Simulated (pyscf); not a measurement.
## Hydrogen abstraction: H₃Si–SiH₂–PH₂ + H atom (H•) -> •H₂Si–SiH₂–PH₂ + hydrogen (H₂)

Gas phase, doublet surface, charge 0. Bonds broken: Si5–H9. Bonds formed: H6–H9. PySCF, gas phase, ωB97X-D3(BJ)/def2-SVP geometries.

Transition state (Å):

```xyz
11

P      1.1777    -1.8059     0.8112
H      2.0600    -0.7508     1.1854
H      1.3656    -1.6000    -0.5867
Si    -0.6650    -0.5012     0.9090
Si    -0.2649     1.5121    -0.1928
H      2.0093     2.6943     1.0464
H     -0.9843    -0.2532     2.3455
H     -1.7997    -1.2468     0.2887
H      0.9773     2.1716     0.4982
H      0.0943     1.2500    -1.6186
H     -1.4051     2.4744    -0.1358
```

One imaginary mode, 884i cm⁻¹; descent along it reached the two sides named.

```tsv
bond	change	reactant side (Å)	saddle	product side
Si5–H9	breaks	1.493	1.567	3.4
H6–H9	forms	3.3	1.280	0.761
```

Electronic energies relative to the separated reactants (eV):

```csv
level,barrier,reaction energy,reverse barrier
ωB97X-D3(BJ)/def2-TZVP,0.18,-0.62,0.80
PBE/def2-TZVP,0.00,-0.72,0.72
r²SCAN/def2-TZVP,-0.06,-0.80,0.74
B3LYP-D3(BJ)/def2-TZVP,-0.01,-0.78,0.76
PBE0-D3(BJ)/def2-TZVP,0.05,-0.67,0.72
M06-2X/def2-TZVP,0.20,-0.75,0.95
ωB97M-D3(BJ)/def2-TZVP,0.18,-0.63,0.80
HF/def2-TZVP,0.50,-0.42,0.92
```

With ωB97M-D3(BJ)/def2-TZVP energies and thermal terms (ideal gas, 1 atm, RRHO with modes under 100 cm⁻¹ raised to 100, one conformer, R ln 2 for chiral ones without a mode under 150 cm⁻¹), in eV:

```tsv
T (K)	ΔH‡	ΔG‡	ΔH	ΔG
298	0.12	0.39	-0.59	-0.65
600	0.10	0.68	-0.59	-0.71
900	0.10	0.97	-0.61	-0.77
1200	0.09	1.26	-0.64	-0.82
```

At r²SCAN, B3LYP-D3(BJ) this geometry lies under the reactants; that is no barrier but a single point on another level's saddle; such a level's own saddle, if it has one, lies nearer that side and is low. H₃Si–SiH₂–PH₂ lies 0.25 eV over its isomer H₃Si–PH–SiH₃ (electronic energy, ωB97M-D3(BJ)/def2-TZVP). •H₂Si–SiH₂–PH₂ lies 0.60 eV over its isomer H₃Si–P•–SiH₃ (electronic energy, ωB97M-D3(BJ)/def2-TZVP). This is the saddle that the search found; another between the same sides may lie lower. The angle at the transferred H is 179°.
